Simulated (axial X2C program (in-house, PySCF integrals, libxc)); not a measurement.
Worked dissociation energy of MgP: MP2, with spin–orbit coupling

Computed with an in-house all-electron X2C program for linear molecules (integrals from PySCF). Two-component (2c) means X2C with spin–orbit coupling and atomic mean-field two-electron Coulomb and Gaunt terms. Basis: P dyall-v3z [8s7p2d1f], Mg dyall-cv3z [9s8p6d3f] (cores contracted in-house); Gaussian nuclei, density fitting, unrestricted open shells. Masses: P 30.974 u, Mg 23.985 u.

Molecular state: Ω = 3/2 (⟨Sz⟩ = 1.50, ⟨Lz⟩ = 0.00 at HF).

Correlated methods: 7 electrons correlated (number of frozen shells: P 2 s, 1 p; Mg 2 s, 1 p), 213 virtual spin orbitals or spinors in MP2.

- E(P) (2M_J = 3): -341.573644 hartree
- E(Mg) (2M_J = 0): -199.924867 hartree
- E(MgP) at Re: -541.518385 hartree
- ωe: 324.3 cm⁻¹

(1) Work out De and D0.

The state is one determinant whose occupation by symmetry is held fixed; it was picked as the lowest of a PBE0 search that is not exhaustive. Dissociation energies refer to the lowest single-determinant-based atoms at the same level and basis. Other states lie close and PBE0, whose exact exchange favours high spin, may order them wrongly; the determinant shown need not be the ground state. The nearest other 2c determinant of the search, Ω = 1/2, lies 0.15 eV up at the distance of the search. With several unpaired electrons one determinant need not be a pure state. Some points did not converge and are left out. This is the top spin component of a Σ state; components of lower Ω are not single determinants and can lie lower. The determinant is spin-polarised beyond a pure state at some levels (its spin-free form has ⟨S²⟩ too high), which makes Re and μ there less reliable.

Each atomic determinant is the lowest at this level and need not be a pure J level. Totals compare only within one Hamiltonian and basis.

## Answers

(1) De = -341.573644 + (-199.924867) − (-541.518385) = 0.01987 hartree = 0.541 eV. The zero-point energy is ωe/2 = 162 cm⁻¹ = 0.020 eV, so D0 = 0.521 eV.
